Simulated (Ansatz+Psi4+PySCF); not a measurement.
Results of a calculation; reference values are marked as such.
Input for Psi4 1.11:

```
molecule {
1 2
S 0.000000 0.000000 1.152140
S 0.000000 0.000000 -1.152140
}

set basis cc-pV(T+d)Z
set reference rohf
set scf_type pk
energy('scf')
```

The input is written out from the run's settings.

Output:

* Converged: yes
* Total energy: -794.62026 hartree
* Spin squared of the determinant: 0.750
* Occupied orbitals by symmetry in an Abelian subgroup (alpha; beta): 5 Ag 1 B2g 2 B3g 4 B1u 2 B2u 2 B3u; 5 Ag 1 B2g 1 B3g 4 B1u 2 B2u 2 B3u

This is not the lowest solution: another run reaches a determinant 0.73 eV lower. Caution: an unrestricted determinant lies well below.
